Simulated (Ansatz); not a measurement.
ZnSb, treated with PBEsol (PAW; Ansatz, a program for electronic structure).

Run with plane-wave cutoff 520 eV, 6×4×4 k mesh (along the axes of the cell as run), Fermi–Dirac smearing 0.01 eV, scalar-relativistic PAW data made under PBE.

Starting structure:

```yaml
crystal:
  lattice:
    - [6.21800, 0.00000, 0.00000]
    - [0.00000, 7.74100, 0.00000]
    - [0.00000, 0.00000, 8.11500]
  atoms:
    - { symbol: Zn, position: [0.45390, 0.11150, 0.86730] }
    - { symbol: Zn, position: [0.04610, 0.88850, 0.36730] }
    - { symbol: Zn, position: [0.95390, 0.38850, 0.13270] }
    - { symbol: Zn, position: [0.54610, 0.61150, 0.63270] }
    - { symbol: Zn, position: [0.54610, 0.88850, 0.13270] }
    - { symbol: Zn, position: [0.95390, 0.11150, 0.63270] }
    - { symbol: Zn, position: [0.04610, 0.61150, 0.86730] }
    - { symbol: Zn, position: [0.45390, 0.38850, 0.36730] }
    - { symbol: Sb, position: [0.14200, 0.08410, 0.10830] }
    - { symbol: Sb, position: [0.35800, 0.91590, 0.60830] }
    - { symbol: Sb, position: [0.64200, 0.41590, 0.89170] }
    - { symbol: Sb, position: [0.85800, 0.58410, 0.39170] }
    - { symbol: Sb, position: [0.85800, 0.91590, 0.89170] }
    - { symbol: Sb, position: [0.64200, 0.08410, 0.39170] }
    - { symbol: Sb, position: [0.35800, 0.58410, 0.10830] }
    - { symbol: Sb, position: [0.14200, 0.41590, 0.60830] }
```

**Question.** Into what structure does the relaxation of cell and atoms lead at this level, with the symmetry of the start kept?

**Answer.** The volume shrinks by 2.7 %; final space group Pbca.
```yaml
crystal:
  lattice:
    - [6.15263, 0.00000, 0.00000]
    - [0.00000, 7.66832, 0.00000]
    - [0.00000, 0.00000, 8.05862]
  atoms:
    - { symbol: Zn, position: [0.45971, 0.10494, 0.87322] }
    - { symbol: Zn, position: [0.04029, 0.89506, 0.37322] }
    - { symbol: Zn, position: [0.95971, 0.39506, 0.12678] }
    - { symbol: Zn, position: [0.54029, 0.60494, 0.62678] }
    - { symbol: Zn, position: [0.54029, 0.89506, 0.12678] }
    - { symbol: Zn, position: [0.95971, 0.10494, 0.62678] }
    - { symbol: Zn, position: [0.04029, 0.60494, 0.87322] }
    - { symbol: Zn, position: [0.45971, 0.39506, 0.37322] }
    - { symbol: Sb, position: [0.14282, 0.08458, 0.11020] }
    - { symbol: Sb, position: [0.35718, 0.91542, 0.61020] }
    - { symbol: Sb, position: [0.64282, 0.41542, 0.88980] }
    - { symbol: Sb, position: [0.85718, 0.58458, 0.38980] }
    - { symbol: Sb, position: [0.85718, 0.91542, 0.88980] }
    - { symbol: Sb, position: [0.64282, 0.08458, 0.38980] }
    - { symbol: Sb, position: [0.35718, 0.58458, 0.11020] }
    - { symbol: Sb, position: [0.14282, 0.41542, 0.61020] }
```
